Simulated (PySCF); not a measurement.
# PO₂ + N₂ → PN₂ + O₂

Level: PBE0 in the def2-TZVP basis family, all electrons, no relativity, computed in PySCF with density fitting; open shells unrestricted.

```csv
species,state and structure,E (Eh),ZPE (kJ/mol),H(298 K) − H(0) (kJ/mol),S° (J/(mol K))
PO₂,"doublet, C2v, P–O 1.465 Å (×2); O–P–O 134.7°",-491.58679,17.2,10.8,254.3
N₂,"singlet, D∞h, N–N 1.089 Å",-109.44629,14.9,8.7,191.4
PN₂,"doublet, D∞h, P–N 1.529 Å (×2)",-450.48138,15.5,11.6,241.1
O₂,"triplet, D∞h, O–O 1.193 Å",-150.23561,10.3,8.7,204.9
```

(1) What is the electronic reaction energy?

(2) Add zero-point, thermal and entropy terms for 298.15 K and 1 bar.

Results:

(1) At PBE0/def2-TZVP, ΔE = 829.9 kJ/mol from the differences of the total energies times 2625.5, uphill. 

(2) ΔZPE = -6.3 and Δ[H(298) − H(0)] = 0.8 kJ/mol give ΔH° = 824.4 kJ/mol. ΔS° = 0.3 J/(mol K), so ΔG° = 824.4 − 298.15 × (0.0003) = 824 kJ/mol.

Only the bonding shown was studied: isomers, or loss of a ligand pair, can lie lower.
